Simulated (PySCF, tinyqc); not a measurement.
Worked calculation: CIS on RHF in the sto-3g basis, for LiH, spin multiplicity 1. The lowest restricted solution is unstable here: a spin-polarised one lies 0.0090 hartree lower (PySCF). One step of it, computed by the program tinyqc.

Problem. Integrals over molecular orbitals. (pq|rs) = sum C_ip C_jq C_kr C_ls (ij|kl), one index at a time.

coefficients C:
```
               MO1        MO2        MO3       MO4        MO5        MO6
1Li 1s    0.991517  -0.148545  -0.216109  0.000000   0.000000   0.111669
1Li 2s    0.033144   0.509170   0.799761  0.000000   0.000000  -0.489722
1Li 2px   0.000000   0.000000   0.000000  0.518742   0.854931   0.000000
1Li 2py   0.000000   0.000000   0.000000  0.854931  -0.518742   0.000000
1Li 2pz  -0.004337   0.320719  -0.583275  0.000000   0.000000  -0.842668
2H 1s    -0.001813   0.606934  -0.222508  0.000000   0.000000   0.899491
```

core Hamiltonian H = T + V (hartree):
```
            1Li 1s     1Li 2s    1Li 2px    1Li 2py    1Li 2pz      2H 1s
1Li 1s   -4.639418  -1.040843   0.000000   0.000000  -0.008016  -0.065376
1Li 2s   -1.040843  -1.330407   0.000000   0.000000  -0.084287  -0.360969
1Li 2px   0.000000   0.000000  -1.082262   0.000000   0.000000   0.000000
1Li 2py   0.000000   0.000000   0.000000  -1.082262   0.000000   0.000000
1Li 2pz  -0.008016  -0.084287   0.000000   0.000000  -1.145140  -0.504291
2H 1s    -0.065376  -0.360969   0.000000   0.000000  -0.504291  -1.166492
```

Two-electron integrals (ij|kl) in chemists' order, unique and non-zero (hartree):
```
(11|11) 1.680395   (21|11) 0.265420   (21|21) 0.049941   (22|11) 0.397727
(22|21) 0.092860   (22|22) 0.290562   (31|31) 0.008981   (32|31) 0.013788
(32|32) 0.064184   (33|11) 0.396640   (33|21) 0.092880   (33|22) 0.290497
(33|33) 0.312946   (41|41) 0.008981   (42|41) 0.013788   (42|42) 0.064184
(43|43) 0.016869   (44|11) 0.396640   (44|21) 0.092880   (44|22) 0.290497
(44|33) 0.279207   (44|44) 0.312946   (51|51) 0.008981   (52|51) 0.013788
(52|52) 0.064184   (53|53) 0.016869   (54|54) 0.016869   (55|11) 0.396640
(55|21) 0.092880   (55|22) 0.290497   (55|33) 0.279207   (55|44) 0.279207
(55|55) 0.312946   (61|11) 0.015262   (61|21) 0.002913   (61|22) 0.005607
(61|33) 0.005536   (61|44) 0.005536   (61|51) 0.000395   (61|52) 0.000773
(61|55) 0.005753   (61|61) 0.000191   (62|11) 0.070461   (62|21) 0.016815
(62|22) 0.060557   (62|33) 0.056978   (62|44) 0.056978   (62|51) 0.002551
(62|52) 0.019195   (62|55) 0.067659   (62|61) 0.001207   (62|62) 0.026230
(63|31) 0.000921   (63|32) 0.005198   (63|53) 0.002478   (63|63) 0.001288
(64|41) 0.000921   (64|42) 0.005198   (64|54) 0.002478   (64|64) 0.001288
(65|11) 0.098396   (65|21) 0.023605   (65|22) 0.087029   (65|33) 0.081073
(65|44) 0.081073   (65|51) 0.003917   (65|52) 0.029705   (65|55) 0.098861
(65|61) 0.001726   (65|62) 0.040197   (65|65) 0.061908   (66|11) 0.233287
(66|21) 0.056235   (66|22) 0.222584   (66|33) 0.204385   (66|44) 0.204385
(66|51) 0.007977   (66|52) 0.079127   (66|55) 0.258834   (66|61) 0.004048
(66|62) 0.128362   (66|65) 0.201441   (66|66) 0.774606
```

Give: one-electron integrals over orbitals h = C^T H C; Two-electron integrals over orbitals.

Solution.

one-electron integrals over orbitals h = C^T H C (hartree):
```
         1        2        3        4        5        6
1  -4.6306   0.0955   0.1607   0.0000   0.0000  -0.0521
2   0.0955  -1.2717   0.0091   0.0000   0.0000   0.0533
3   0.1607   0.0091  -1.0873   0.0000   0.0000   0.0177
4   0.0000   0.0000   0.0000  -1.0823   0.0000   0.0000
5   0.0000   0.0000   0.0000   0.0000  -1.0823   0.0000
6  -0.0521   0.0533   0.0177   0.0000   0.0000  -1.0187
```

Two-electron integrals over orbitals (pq|rs), unique and non-zero (hartree):
```
(11|11) 1.6594      (21|11) -0.0977     (21|21) 0.0099      (22|11) 0.3056
(22|21) 0.0023      (22|22) 0.4431      (31|11) -0.1422     (31|21) 0.0107
(31|22) -0.0105     (31|31) 0.0220      (32|11) 0.0322      (32|21) -0.0025
(32|22) -0.0628     (32|31) -3.25e-04   (32|32) 0.0247      (33|11) 0.3892
(33|21) -0.0085     (33|22) 0.2123      (33|31) 0.0007      (33|32) 0.0160
(33|33) 0.3252      (41|41) 0.0098      (42|41) 0.0073      (42|42) 0.0210
(43|41) 0.0104      (43|42) 0.0207      (43|43) 0.0414      (44|11) 0.3963
(44|21) -0.0035     (44|22) 0.2398      (44|31) -0.0051     (44|32) 0.0161
(44|33) 0.2786      (44|44) 0.3129      (51|51) 0.0098      (52|51) 0.0073
(52|52) 0.0210      (53|51) 0.0104      (53|52) 0.0207      (53|53) 0.0414
(54|54) 0.0169      (55|11) 0.3963      (55|21) -0.0035     (55|22) 0.2398
(55|31) -0.0051     (55|32) 0.0161      (55|33) 0.2786      (55|44) 0.2792
(55|55) 0.3129      (61|11) 0.0677      (61|21) -0.0089     (61|22) -0.0072
(61|31) -0.0044     (61|32) 0.0028      (61|33) 0.0117      (61|44) 0.0016
(61|55) 0.0016      (61|61) 0.0107      (62|11) -0.0839     (62|21) 0.0012
(62|22) 0.1056      (62|31) 0.0045      (62|32) -0.0479     (62|33) -0.0179
(62|44) -0.0401     (62|55) -0.0401     (62|61) 0.0013      (62|62) 0.1317
(63|11) 0.0257      (63|21) -0.0022     (63|22) -0.0607     (63|31) 0.0039
(63|32) 0.0205      (63|33) 0.0370      (63|44) 0.0098      (63|55) 0.0098
(63|61) 0.0046      (63|62) -0.0417     (63|63) 0.0337      (64|41) -0.0057
(64|42) -0.0180     (64|43) -0.0114     (64|64) 0.0189      (65|51) -0.0057
(65|52) -0.0180     (65|53) -0.0114     (65|65) 0.0189      (66|11) 0.3492
(66|21) 0.0005      (66|22) 0.4137      (66|31) -0.0104     (66|32) -0.0503
(66|33) 0.2390      (66|44) 0.2561      (66|55) 0.2561      (66|61) -0.0052
(66|62) 0.0900      (66|63) -0.0470     (66|66) 0.4076
```
